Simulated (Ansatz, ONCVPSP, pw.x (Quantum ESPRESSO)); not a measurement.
## From atom to crystal: ONCV potential for tungsten

```
Element                 : W (Z = 74)
Generator               : ONCVPSP 4.0.1.1 (patched build)
Type                    : optimised norm-conserving Vanderbilt (ONCV)
Functional              : PBEsol
Relativity              : scalar-relativistic
Frozen core             : [Kr] 4d10 4f14
Valence charge          : 14
Reference configuration : 5s2 5p6 5d4 6s2
Partial waves           : 5s+6s: rc 1.80 bohr, ncon 4, nbas 7, qcut 8.3 1/bohr, 2 projectors; 5p: rc 1.80 bohr, ncon 3, nbas 6, qcut 9.7 1/bohr, 2 projectors, debl 2.7 Ha; 5d: rc 2.35 bohr, ncon 4, nbas 9, qcut 6.9 1/bohr, 3 projectors, debl 1.8 Ha
Local potential         : polynomial inside 1.70 bohr (lpopt 5, dvloc0 1 Ha)
Core correction         : polynomial model core, fcfact 0.55
```

Atomic tests: cutoffs needed: 22 Ha and 28 Ha (the cutoffs (Ha) at which the residual kinetic energy of the hardest occupied pseudo-wave falls to 1 and 0.1 mHa per electron); ghost test: no bound ghost flagged; no localised positive-energy state flagged; largest excitation error: -32 meV (all-electron minus pseudo) for 5s2 5p6 5d3 6s0, out of 4 test configurations.

Crystal test: bcc W in pw.x 7.5, no spin, 15³ k-points, Fermi–Dirac smearing 0.01 Ry, cutoffs 65/260 Ry. The reference is all-electron LAPW (Ansatz 0.2.0) with the same functional, mesh and smearing; V0 and B0 come from Birch–Murnaghan fits to the pressures at five volumes. Errors are pseudo minus all-electron; Δ is the rms difference of the E(V) curves that follow from these fits, minima aligned, over ±6 % about the mean V0. Mesh and smearing are coarse, so the numbers serve the comparison and aren't converged zero-temperature values; the lattice is a test structure that the element need not adopt.

All-electron: a0 = 3.155 Å (V0 = 15.70 Å³/atom), B0 = 321.1 GPa.

How far does the potential miss the all-electron equation of state?

mean pressure error (GPa): -3.10; a0 (Å): 3.144; a0 error (%): -0.32; B0 error (%): +0.8; Δ (meV/atom): 10.7.

```
V (Å³/atom)  P all-electron (GPa)  P pseudo (GPa)
     14.903                 18.56           14.93
     15.295                  8.81            5.45
     15.687                  0.22           -2.86
     16.079                 -7.35          -10.18
     16.471                -14.00          -16.61
```

At the middle volume, how do free energy and pressure move when the wave cutoff is lowered (ecutrho kept at four times it)?

```
cutoff (Ry)  shift of F (meV/atom)  shift of P (GPa)
         29                +2546.8            -57.27
         39                 +597.9            -26.38
         52                  +44.7             -3.77
```

The run at the middle volume (120 k-points, 8 iterations) took about 19 s on one core of a shared host (Neoverse-V2, 96 threads, 742 GiB, load 55).
